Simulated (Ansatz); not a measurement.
Reaction: CHCl3 (SMILES ClC(Cl)Cl) → CCl3 (SMILES Cl[C](Cl)Cl, doublet) + H (doublet) (the C-H bond breaks)
Each species at its own B3LYP-D3(BJ)/def2-TZVP minimum (Ansatz, a program for electronic structure).

Total energies in hartree (Ansatz). UHF or UKS for unpaired electrons; spin-orbit terms are left out. Correlated methods leave the cores frozen. No relativity. For partners of very few electrons the exact lower level stands in for a higher one.

| species | HF/cc-pV(T+d)Z | CCSD(T)/cc-pV(T+d)Z | HF/cc-pV(Q+d)Z | CCSD(T)/cc-pV(Q+d)Z | CCSD(T)/cc-pV(D+d)Z | CCSDT(Q)/cc-pV(D+d)Z |
|---|---|---|---|---|---|---|
| 1: CHCl3 (SMILES ClC(Cl)Cl) | -1417.00330 | -1417.82624 | -1417.01685 | -1417.90898 | -1417.56261 | -1417.56485 |
| 2: CCl3 (SMILES Cl[C](Cl)Cl, doublet) | -1416.38127 | -1417.16862 | -1416.39496 | -1417.25010 | -1416.91219 | -1416.91470 |
| 3: H (doublet) | -0.49981 | -0.49981 | -0.49995 | -0.49995 | -0.49928 | -0.49928 |

Task: Work out the bond dissociation energy (electronic) in kcal/mol: take Hartree-Fock from cc-pV(Q+d)Z, extrapolate the CCSD(T) correlation energy as X^-3 (X = 3, 4), and add CCSDT(Q) - CCSD(T) in cc-pV(D+d)Z. 1 hartree = 627.51 kcal/mol.

Result: 
Species 1: correlation (64·(-0.89213) - 27·(-0.82294))/37 = -0.94262; step -0.00224; E1 = -1417.01685 + (-0.94262) + (-0.00224) = -1417.96171
Species 2: correlation (64·(-0.85514) - 27·(-0.78735))/37 = -0.90461; step -0.00251; E2 = -1416.39496 + (-0.90461) + (-0.00251) = -1417.30208
Species 3: correlation (64·(0.00000) - 27·(0.00000))/37 = 0.00000; step +0.00000; E3 = -0.49995 + (0.00000) + (+0.00000) = -0.49995
-1·E1 +1·E2 +1·E3 = 0.15968 hartree = 100.2 kcal/mol.
